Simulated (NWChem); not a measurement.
# SiH4 (silane): M06-2X/DGauss-DZVP

Aim: a structure relaxation of SiH4 (silane). 

Program for the calculation: NWChem 7.3.0.

8 further runs of the same task are left out: 8 set aside as unsound or not needed.

## Step 1: The molecule

SiH4 has 5 atoms, charge 0, and is taken as a singlet. SMILES: `[SiH4]`. The coordinates come from a PBE0-D4/def2-TZVP relaxation. The run starts from this shape.

Bond lengths: Si1–H2 1.485 Å, Si1–H3 1.485 Å, Si1–H4 1.485 Å, Si1–H5 1.485 Å. Angles: H2–Si1–H3 109.5°, H2–Si1–H4 109.5°, H2–Si1–H5 109.5°, H3–Si1–H4 109.5°, H3–Si1–H5 109.5°, H4–Si1–H5 109.5°.

## Step 2: A structure relaxation at M06-2X/DGauss-DZVP

The input, h4si.nw:

```
START h4si
TITLE "H4Si optimise"
memory stack 880 mb heap 220 mb global 1100 mb
charge 0

GEOMETRY units atomic
  Si  0.00000000  0.00000000 -0.00018897
  H   1.82849900 -1.30088746  1.68355700
  H  -2.51522547  0.08484870  1.23966034
  H  -0.19861022 -1.39896425 -2.42376273
  H   0.88533669  2.61500301 -0.49926564
END

BASIS spherical bse
  * library DGauss-DZVP
END

DFT
  xc m06-2x
  grid fine
  convergence energy 1e-08
  iterations 100
  mulliken
  noprint "final vectors analysis"
END

DRIVER
  tight
  maxiter 40
END

TASK dft optimize
```

Started as:

```sh
$ nwchem h4si.nw > h4si.out
```

Q: Predict the results. Wanted: total energy at the end; dipole moment.

Answer, from the run:

Level: M06-2X/DGauss-DZVP.

| quantity | value |
| --- | --- |
| total energy at the end | -291.80074 Eh |
| dipole moment | 0.00 D |

At the final geometry: Bond lengths: Si1–H2 1.481 Å, Si1–H3 1.481 Å, Si1–H4 1.481 Å, Si1–H5 1.481 Å. Angles: H2–Si1–H3 109.5°, H2–Si1–H4 109.5°, H2–Si1–H5 109.5°, H3–Si1–H4 109.5°, H3–Si1–H5 109.5°, H4–Si1–H5 109.5°. The optimisation took 3 steps and changed the energy by -0.000 eV. Mulliken charges run from -0.04 on H2 to +0.16 on Si1; they depend strongly on the basis.
